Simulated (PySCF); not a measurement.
thiophene (C₄H₄S), SMILES c1ccsc1. Heavy atoms are numbered as in [cH:1]1[cH:2][cH:3][s:4][cH:5]1. Hydrogens are named by the atom that carries them.

Geometry: PBE0-D3(BJ)/def2-SVP.

Computed with PBE/pcSseg-1 (PySCF).

GIAO shieldings, no solvent; atoms alike by connectivity are averaged. δ = σ(ref) − σ: ¹³C against TMS (σ = 182.0 ppm); ³³S against H2S (σ = 706.5 ppm); ¹H against TMS (σ = 31.49 ppm), references at their B3LYP-D3(BJ)/def2-TZVP geometries, non-relativistic.

| atoms | nucleus | count | δ (ppm) |
|---|---|---|---|
| C1 (CH) | ¹³C | 2 | … |
| C3 (CH) | ¹³C | 2 | 130.5 |
| S4 | ³³S | 1 | 452.1 |
| H on C1 | ¹H | 2 | … |
| H on C3 | ¹H | 2 | 7.30 |

Some entries are withheld; supply them. (The exact figures need the calculation; the answer reports its results.)


- C1 (CH), δ (ppm): 130.9
- H on C1, δ (ppm): 7.40
